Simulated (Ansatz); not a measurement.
Results of BLYP in Ansatz (PAW) for diamond-structure Si.

Numerical settings: plane-wave cutoff 520 eV, 12×12×12 k mesh, Fermi–Dirac smearing 0.01 eV, scalar-relativistic PAW data made under PBE.

Equation-of-state points:

| V (Å³/atom) | E − E_lowest (meV/atom) | P (GPa) |
|---|---|---|
| 19.901 | 20.79 | 5.55 |
| 20.324 | 8.88 | 3.49 |
| 20.748 | 2.13 | 1.65 |
| 21.171 | 0.00 | -0.01 |
| 21.595 | 2.01 | -1.49 |
| 22.018 | 7.71 | -2.81 |
| 22.441 | 16.72 | -3.99 |

Question: Estimate the bulk modulus from the pressures at 20.748 and 21.595 Å³/atom, and compare it with a fit to all energies.

Answer: B = −V dP/dV. Between V = 20.748 and 21.595 Å³/atom, dP/dV = (-1.49 − (1.65))/(21.595 − 20.748) = -3.71 GPa per Å³/atom; at the midpoint 21.172 Å³/atom this gives B ≈ 78.5 GPa. The third-order Birch–Murnaghan fit gives V0 = 21.170 Å³/atom, B0 = 78.1 GPa, B′ = 4.5, which lies within 1 % of that estimate.

Measured, for comparison: bulk modulus 101 GPa (0 K value with zero-point phonon effects removed; as tabulated in Sun et al. (2011), doi:10.1103/physrevb.84.035117); equilibrium volume per atom 19.91 Å³/atom (static lattice: zero-point anharmonic expansion removed; as tabulated in Mejia-Rodriguez and Trickey (2018), arXiv:1807.09216). Computed (rounded) less measured: bulk modulus -23 %, equilibrium volume per atom +6.3 %.

Computed values are for the static lattice.

Cost on a shared machine: very roughly 13 core-seconds.

Ansatz is an electronic-structure program.
